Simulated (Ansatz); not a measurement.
# Scan of HAl–BeH, doublet

Starting geometry (PBE0/def2-TZVP stationary point for this spin, not checked as a minimum):

```xyz
4

Al    0.0000   -0.0872    0.6125
Be    0.0000    0.1455   -1.6947
H     0.0000    0.9982    1.7921
H     0.0000    0.0360   -3.0350
```

From there H3 moves along the line of the two atoms named below, all else staying in place; atoms are numbered as listed. Energies are in eV, counted from the starting geometry at the same level. Kohn–Sham curves are unrestricted where that lies lower.

Basis 6-31G; Ansatz 0.2.0. Only valence electrons are correlated (noble-gas cores frozen).

Unrestricted Kohn–Sham rows aren't spin-pure: their determinants' ⟨S²⟩ exceeds S(S+1) by up to 0.23, so they mix in states of higher spin.

Full CI is exact within this basis and frozen core; it isn't the basis-set limit.

```csv
distance Al1-H3 (Å),SPW92
1.283,1.163
1.458,0.230
1.603,0.000
1.804,0.103
2.000,0.433
2.187,0.826
2.596,1.691
2.965,2.319
3.549,2.813
4.317,3.011
5.353,3.063
```

**Question.** Estimate the full CI curve in 6-31G from this one, knowing how SPW92 differs from it in such a basis.

**Answer.** The computed full CI values, in eV from the starting point, and the difference of SPW92 against them:
| distance Al1-H3 (Å) | full CI | SPW92 less full CI |
| --- | --- | --- |
| 1.283 | 1.193 | -0.030 |
| 1.458 | 0.241 | -0.011 |
| 1.603 | 0.000 | 0.000 |
| 1.804 | 0.089 | 0.014 |
| 2.000 | 0.397 | 0.036 |
| 2.187 | 0.758 | 0.068 |
| 2.596 | 1.501 | 0.190 |
| 2.965 | 1.973 | 0.346 |
| 3.549 | 2.284 | 0.529 |
| 4.317 | 2.312 | 0.699 |
| 5.353 | 2.313 | 0.750 |

SPW92 at 5.353 Å lies 0.750 eV (32 %) above the reference in this basis.

In so small a basis the reference is far from its limit while semilocal and hybrid functionals are nearer theirs, so the functionals' errors here hold much of the reference's basis and frozen-core error, which can add to them or hide them. The set has no polarisation functions, which weighs most on the reference.
